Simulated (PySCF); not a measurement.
Excitations are Tamm–Dancoff values on a coarser integration grid. The basis has no diffuse functions, so Rydberg states are missing or too high.

Cartesian coordinates (Å):
SMILES: C(=C)CC
```xyz
12

C      1.9163    -0.5142     0.1920
C      0.7650     0.0087     0.5898
C     -0.2601     0.6175    -0.3076
C     -1.6075    -0.0902    -0.2166
H      2.2019    -0.5188    -0.8558
H      2.6166    -0.9513     0.8945
H      0.5175    -0.0072     1.6509
H     -0.3941     1.6718    -0.0353
H      0.1047     0.6048    -1.3393
H     -1.9893    -0.0789     0.8076
H     -1.5202    -1.1345    -0.5252
H     -2.3507     0.3922    -0.8552
```
Charge 0, spin multiplicity 1.

Q: What total energy, S1 oscillator strength, LUMO, HOMO, brightest of the four lowest singlets (TDA), S1–T1 gap (TDA), dipole moment and T1 excitation (TDA) does PBE-D3(BJ)/def2-TZVP // PBE0-D4/def2-TZVP in PySCF give?

A: 
```yaml
total_energy: -4273.65 eV
S1 oscillator strength: 0.076
LUMO: -0.65 eV
HOMO: -6.25 eV
brightest of the four lowest singlets (TDA): 6.99 eV
S1–T1 gap (TDA): 2.45 eV
dipole_moment: 0.43 D
T1 excitation (TDA): 4.54 eV
```
